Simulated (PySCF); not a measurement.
Gas-phase reaction: 2 SiCl3F + 4 F → 2 SiF3 + 3 Cl2

Energies from PySCF (xtb for GFN2), thermal terms from the rigid-rotor harmonic-oscillator model, ideal gas at 1 bar. † marks an energy on the PBE0/def2-TZVP geometry and frequencies; other levels use their own. MP2 freezes the core. 6-31G* has spherical d functions here. Open shells (unrestricted): F (multiplicity 2, electronic degeneracy 6), SiF3 (multiplicity 2); the rest are closed-shell singlets. GFN2 has no spin-polarisation term. Spin-orbit splitting is ignored; it lowers the true energy and changes the entropy of F. MP2 isn't extrapolated to the basis-set limit; its ΔH°(298 K) is -360.8 kJ in def2-SVP and -528.4 kJ in def2-TZVPP. The harmonic model lacks anharmonicity and excited electronic states, which grow with temperature; levels with a mode under 35 cm⁻¹ are left out.

```json
[
 {"level": "GFN2-xTB", "ΔE electronic, kJ": "-635", "ΔH°(298 K), kJ": "-633", "ΔS°(298 K), J/K": "-79", "ΔG°(1600 K), kJ": "-465"},
 {"level": "HF/6-31G*", "ΔE electronic, kJ": "20", "ΔH°(298 K), kJ": "24", "ΔS°(298 K), J/K": "-68", "ΔG°(1600 K), kJ": "173"},
 {"level": "MP2/def2-SVP†", "ΔE electronic, kJ": "-363", "ΔH°(298 K), kJ": "-361", "ΔS°(298 K), J/K": "-71", "ΔG°(1600 K), kJ": "-207"},
 {"level": "MP2/def2-TZVPP†", "ΔE electronic, kJ": "-531", "ΔH°(298 K), kJ": "-528", "ΔS°(298 K), J/K": "-71", "ΔG°(1600 K), kJ": "-374"},
 {"level": "LDA/def2-TZVP†", "ΔE electronic, kJ": "-818", "ΔH°(298 K), kJ": "-816", "ΔS°(298 K), J/K": "-71", "ΔG°(1600 K), kJ": "-662"},
 {"level": "ωB97M-V/def2-TZVP†", "ΔE electronic, kJ": "-476", "ΔH°(298 K), kJ": "-474", "ΔS°(298 K), J/K": "-71", "ΔG°(1600 K), kJ": "-320"},
 {"level": "ωB97X-V/def2-TZVP†", "ΔE electronic, kJ": "-471", "ΔH°(298 K), kJ": "-469", "ΔS°(298 K), J/K": "-71", "ΔG°(1600 K), kJ": "-315"}
]
```
ΔH° is lowest at LDA/def2-TZVP† and highest at HF/6-31G*. No reference value is set beside these.
